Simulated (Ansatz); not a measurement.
Basis-set extrapolation for `CC1(O)CC1` (PBE0-D4/def2-TZVP geometry, frozen core, Ansatz). Multiplicity 1, RHF reference.

|  | def2-TZVPP | def2-QZVPP |
| --- | --- | --- |
| HF | -231.046124 | -231.056902 |
| MP2 correlation | -0.922968 | -0.985010 |
| CCSD(T) correlation | -0.999435 | not run |

Energies in hartree. Use E(X) = E(∞) + A·exp(−7.88·√X) for Hartree–Fock and E(X) = E(∞) + B·X^(−2.97) for correlation, with X = 3 and 4, and add CCSD(T) minus MP2 of the smaller set to the MP2 limit.

Problem. What is the CCSD(T) energy at the basis-set limit?

Solution. HF limit: -231.056902 + (-0.010778) × 0.13774 = -231.05839. MP2 limit: -0.985010 + (-0.062042) × 0.74074 = -1.03097. Higher-order term: -0.999435 − (-0.922968) = -0.07647. Total: -232.16583 hartree, 315.8 kJ/mol below CCSD(T)/def2-TZVPP.
